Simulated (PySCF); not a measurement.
## Potential energy of MgF⁻ along the bond

Set-up: PySCF, spin-free X2C with a Gaussian nucleus, basis sets Mg aug-cc-pVDZ-DK, F aug-cc-pVDZ-DK. Energies in eV from Mg + F⁻ in their ground configurations at the same level. State: ¹Σ⁺ (singlet), closed shell.

```csv
R (Å),r²SCAN,M06,MN15,PBE
1.588,-1.954,-1.837,-1.847,-1.627
1.661,-2.343,-2.222,-2.229,-2.038
1.735,-2.546,-2.425,-2.431,-2.265
1.791,-2.614,-2.493,-2.501,-2.351
1.846,-2.630,-2.511,-2.520,-2.386
1.901,-2.608,-2.493,-2.503,-2.382
1.975,-2.539,-2.428,-2.439,-2.336
2.067,-2.411,-2.308,-2.317,-2.235
2.178,-2.227,-2.131,-2.139,-2.080
2.326,-1.965,-1.881,-1.883,-1.852
```

Put a parabola through the three lowest points of the r²SCAN curve and estimate Re, k and ωe (reduced mass 10.6 u; 1 eV/Å² = 0.16022 mdyn/Å; ωe = 1302.8·√(k/μ) cm⁻¹).

Through R = 1.791, 1.846, 1.901 Å the second-order coefficient is 6.28 eV/Å², so Re ≈ 1.842 Å, k ≈ 2.01 mdyn/Å and ωe ≈ 568 cm⁻¹. A polynomial fit of higher order to the unrounded r²SCAN energies gives Re = 1.839 Å, k = 2.03 mdyn/Å, ωe = 570 cm⁻¹; anharmonicity and rounding make the difference.

The higher-order fit for each curve: r²SCAN: Re = 1.839 Å, ωe = 570 cm⁻¹, De = 2.63 eV; M06: Re = 1.843 Å, ωe = 556 cm⁻¹, De = 2.51 eV; MN15: Re = 1.845 Å, ωe = 556 cm⁻¹, De = 2.52 eV; PBE: Re = 1.867 Å, ωe = 529 cm⁻¹, De = 2.39 eV.

For an ion De counts to the pair picked by the measured ionisation energies or electron affinities, which need not be the lowest pair at this level. The highest Kohn–Sham level is positive in this anion. Much of that is self-interaction error, but it also means that the finite basis helps to hold the extra electron.
